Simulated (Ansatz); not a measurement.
# SiClO+ (triplet): the correlation ladder, cc-pVDZ

An exercise on one series of results from a longer session: the logs are not shown, and one member is left open.

Method: cc-pVDZ, core rule «outside noble gas», up to 11 orbitals frozen; program: Ansatz 0.2.0, Gaussian basis.

Plan: UHF; CCSD(T) on ROHF; CCSD(T) on UHF; BCCD(T) on ROHF; CISD as a restricted active space (open shells left free, so some higher excitations enter); CCSDT(Q) on ROHF; CCSDT(Q) on UHF; CASSCF and MRCISD+Q, 14 electrons in 11 orbitals; CASSCF and NEVPT2, 14 electrons in 11 orbitals.

31 further runs of the same task are left out: 6 for a known fault of the program, 11 that didn't finish, 14 set aside as unsound or not needed. Runs told in other sessions of the task aren't counted.

## The system

The geometry is a PBE0/def2-TZVP stationary point (not a proven minimum) of the parent state, kept for this charge and spin.

3 atoms, charge 1, spin multiplicity 3.

Atoms are counted from 1 here; the program's logs count them from 0.

Bond lengths: Cl1–Si2 2.047 Å, Si2–O3 1.723 Å. Angles: Cl1–Si2–O3 117.5°.

Set-up of the first run:

Input file in.yaml:

```yaml
crystal:
  periodic: [false, false, false]
  atoms:
    - {symbol: Cl, position_ang: [0.000000, -0.182593, 1.317915]}
    - {symbol: Si, position_ang: [0.000000, 0.559430, -0.589798]}
    - {symbol: O, position_ang: [0.000000, -0.577421, -1.885025]}
basis:
  gaussian: {orbitals: cc-pVDZ}
total_charge: 1
magnetization: {spin_polarized: true, initial_magnetization: 2}
hamiltonian: {xc: hf}
output: {orbitals: {seedname: orbitals}}
```

Started as:

```console
> ansatz run in.yaml --threads 1 --pin off --events-out ev --progress --plain --max-ram 2393MiB
```

Steps of the session up to this table: UHF; CCSD(T) on ROHF; CCSD(T) on UHF; BCCD(T) on ROHF; CISD as a restricted active space (open shells left free, so some higher excitations enter); CCSDT(Q) on ROHF; CCSDT(Q) on UHF; CASSCF and MRCISD+Q, 14 electrons in 11 orbitals; CASSCF and NEVPT2, 14 electrons in 11 orbitals.

One table of the session follows, with a row left open; its other results are not shown here.

| method | from UCCSDT(Q) (meV) |
| --- | --- |
| ROHF | ? |
| UHF | +10299.3 |
| RMP2 | +1256.0 |
| UMP2 | +1258.8 |
| CISD | +1432.4 |
| RCCSD | +421.8 |
| UCCSD | +414.6 |
| RCCSD(T) | +92.6 |
| UCCSD(T) | +93.7 |
| BCCD(T) | +92.1 |
| RCCSDT | +39.7 |
| UCCSDT | +38.7 |
| RCCSDT(Q) | +10.6 |
| UCCSDT(Q) | 0 |
| CASSCF valence | +8162.7 |
| NEVPT2 valence | +1603.9 |
| MRCISD valence | +857.7 |
| MRCISD+Q valence | +176.9 |

**Question.** Estimate the row for ROHF.

The run gave: from UCCSDT(Q) (meV): +10507.5. In the column «from UCCSDT(Q) (meV)» it is the highest.

Caveats from the session: Restricted and unrestricted rows rest on different reference determinants; a gap between their highest levels can come from leftover correlation error, from unlike frozen cores or from another state.
